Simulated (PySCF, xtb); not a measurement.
dichloromethane (CH2Cl2), SMILES ClCCl.

xtb 6.7.1 with GFN2-xTB at its own geometry gives an orbital gap of 6.15 eV and a dipole moment of 1.77 D.

Coordinates come from a r2SCAN-D4/def2-TZVP optimisation.

Q: What does PBE/def2-TZVPD (PySCF) give? (Estimate from the structure and the level; the computed values follow.)

A: gap 5.85 eV (levels -7.35 and -1.50 eV), dipole 1.59 D.
